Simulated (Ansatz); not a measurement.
**CH4Si2 (SMILES C1=[SiH][SiH2]1): single points off equilibrium**

Aim: energy, forces and dipole at a structure displaced at random from a GFN2-xTB minimum, from CCSD(T) and from density functionals.

Computed with Ansatz 0.2.0, Gaussian basis. Level: single points in def2-TZVPP.

Cores are frozen in the correlated methods.

## (1) Starting geometry

SMILES `C1=[SiH][SiH2]1`, 7 atoms, charge 0, spin multiplicity 1.

Atoms are counted from 1 here; the program's logs count them from 0.

Bond lengths: C1–Si2 1.782 Å, C1–Si3 1.804 Å, C1–H4 1.049 Å, Si2–Si3 2.323 Å, Si2–H5 1.448 Å, Si3–H6 1.547 Å, Si3–H7 1.437 Å. Angles: Si2–C1–Si3 80.7°, Si2–C1–H4 142.1°, Si3–C1–H4 137.0°, C1–Si2–Si3 50.1°, C1–Si2–H5 130.8°, Si3–Si2–H5 175.7°, C1–Si3–Si2 49.2°, C1–Si3–H6 127.1°, C1–Si3–H7 127.2°, Si2–Si3–H6 116.4°, Si2–Si3–H7 115.2°, H6–Si3–H7 105.4°.

As a file:

```xyz
7
charge 0, multiplicity 1
C    -0.8455   -0.4413   -0.3925
Si    0.3825    0.5898   -1.1690
Si    0.1979   -0.1033    1.0403
H    -1.7477   -0.9405   -0.5828
H     0.4598    1.1185   -2.5148
H     0.0031    1.0110    2.0959
H     1.2911   -0.9004    1.5257
```

## (2) CCSD(T)/def2-TZVPP

run/in.yaml reads:

```yaml
crystal:
  periodic: [false, false, false]
  atoms:
    - {symbol: C, position_ang: [-0.845500, -0.441300, -0.392500]}
    - {symbol: Si, position_ang: [0.382500, 0.589800, -1.169000]}
    - {symbol: Si, position_ang: [0.197900, -0.103300, 1.040300]}
    - {symbol: H, position_ang: [-1.747700, -0.940500, -0.582800]}
    - {symbol: H, position_ang: [0.459800, 1.118500, -2.514800]}
    - {symbol: H, position_ang: [0.003100, 1.011000, 2.095900]}
    - {symbol: H, position_ang: [1.291100, -0.900400, 1.525700]}
basis:
  gaussian: {orbitals: def2-TZVPP}
correlation: {method: ccsd_t}
output: {forces: true}
```

The command line of these runs was not kept.

## (3) PBE0-D4/def2-TZVPP

run/in.yaml: that of step 2 with these lines changed.

```diff
@@ -12,3 +12,3 @@
   gaussian: {orbitals: def2-TZVPP}
-correlation: {method: ccsd_t}
-output: {forces: true}
+hamiltonian: {xc: pbe0, dispersion: d4}
+output: {forces: true, orbitals: {seedname: orbitals}}
```

## (4) wB97M-V/def2-TZVPP

run/in.yaml: that of step 3 with these lines changed.

```diff
@@ -12,3 +12,3 @@
   gaussian: {orbitals: def2-TZVPP}
-hamiltonian: {xc: pbe0, dispersion: d4}
-output: {forces: true, orbitals: {seedname: orbitals}}
+hamiltonian: {xc: {name: wB97M-V}}
+output: {forces: true}
```

## (5) r2SCAN-D4/def2-TZVPP

run/in.yaml: that of step 4 with these lines changed.

```diff
@@ -12,3 +12,3 @@
   gaussian: {orbitals: def2-TZVPP}
-hamiltonian: {xc: {name: wB97M-V}}
+hamiltonian: {xc: r2scan, dispersion: d4}
 output: {forces: true}
```

## (6) PBE-D4/def2-TZVPP

run/in.yaml: that of step 5 with these lines changed.

```diff
@@ -12,3 +12,3 @@
   gaussian: {orbitals: def2-TZVPP}
-hamiltonian: {xc: r2scan, dispersion: d4}
+hamiltonian: {xc: pbe, dispersion: d4}
 output: {forces: true}
```

## (7) LC-wPBE/def2-TZVPP

run/in.yaml: that of step 6 with these lines changed.

```diff
@@ -12,3 +12,3 @@
   gaussian: {orbitals: def2-TZVPP}
-hamiltonian: {xc: pbe, dispersion: d4}
+hamiltonian: {xc: {name: LC-wPBE}}
 output: {forces: true}
```

## (8) B97M-V/def2-TZVPP

run/in.yaml: that of step 7 with these lines changed.

```diff
@@ -12,3 +12,3 @@
   gaussian: {orbitals: def2-TZVPP}
-hamiltonian: {xc: {name: LC-wPBE}}
+hamiltonian: {xc: {name: B97M-V}}
 output: {forces: true}
```

(Steps that only read results are left out.)

What does the calculation give? Wanted: energy less free atoms, CCSD(T)/def2-TZVPP; RMS force component; RMS force error; HOMO and LUMO, PBE0-D4; T1 diagnostic.

The runs gave:

| quantity | value |
| --- | --- |
| energy less free atoms, CCSD(T)/def2-TZVPP | -2087.2 kJ/mol |
| RMS force component | 0.926 to 1.171 eV/Å over the methods |
| RMS force error | PBE0-D4 0.224, wB97M-V 0.221, r2SCAN-D4 0.178, PBE-D4 0.172, LC-wPBE 0.390, B97M-V 0.252 eV/Å |
| HOMO and LUMO, PBE0-D4 | -6.74 and -1.68 eV |
| T1 diagnostic | 0.018 |

**Reading.** Against CCSD(T) the functionals' energies less atoms differ by -94.8 to -22.2 kJ/mol, PBE-D4 by -90.1 kJ/mol. A larger basis would deepen the CCSD(T) value, while the functionals are nearly converged already, so the order here is not reliable. The forces of PBE-D4 come nearest to CCSD(T), those of LC-wPBE are farthest. Frozen-core CCSD(T) forces in triple zeta carry basis errors of their own, and this is one geometry, so small gaps rank nothing. The restricted Hartree–Fock reference is unstable towards an unrestricted one at one or more of these structures.
